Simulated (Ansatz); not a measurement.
CH3O (SMILES [CH2]O) moved off its minimum; all values from Ansatz (a first-principles code), cores frozen in correlated methods. Open shells are unrestricted.
(charge 0, multiplicity 2)
```xyz
5

C     -0.6071     0.2143     0.1390
O      0.5731    -0.2733    -0.0299
H     -1.4385    -0.4875    -0.0670
H     -0.7306     1.2801     0.0633
H      1.2872     0.2162    -0.0247
```

Question: Give the forces (eV/Å), the total energy and the dipole at CCSD(T)/cc-pVTZ.

Answer: 
| atom | Fx | Fy | Fz |
|---|---|---|---|
| C1 | -3.373 | 1.215 | 0.408 |
| O2 | -1.952 | -6.623 | -0.751 |
| H3 | 0.694 | 0.647 | 0.153 |
| H4 | -0.318 | 0.262 | -0.028 |
| H5 | 4.949 | 4.499 | 0.217 |
Energy -114.8682 hartree, dipole 1.41 D.
